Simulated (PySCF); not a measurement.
Bonds: Al1-P2 2.533 Å. Al1 carries H6, H7, H8; P2 carries H3, H4, H5.

PySCF 2.14 calculation with σ from GIAO-B3LYP/pcSseg-1 (pcSseg-2 on Al) and PBE0-D3(BJ)/def2-SVP geometry; non-relativistic, rapidly exchanging positions averaged, one conformer, gas phase.

Scale: 1H (σref 31.38) against TMS; [Al(H2O)6]3+ for 27Al (σref 571.15); 31P (σref 297.42) vs H3PO4 (reference shieldings calculated alike).

| atoms | nucleus | count | δ (ppm) |
| --- | --- | --- | --- |
| H3/H4/H5 | 1H | 3 | ? |
| H6/H7/H8 | 1H | 3 | ? |
| P2 | 31P | 1 | -202.5 |
| Al1 | 27Al | 1 | 129.4 |

Task: Fill in the missing shifts.

Result: 
- H6/H7/H8: 3.90 ppm, hydrogen on an aluminium bonded to P
- H3/H4/H5: 3.35 ppm, hydrogen on a phosphorus bonded to Al

Hydrides on Al or Ga are broadened by the quadrupolar metal nucleus. Experimental scales use liquid or dissolved standards, which lie at an offset from isolated H3PO4.
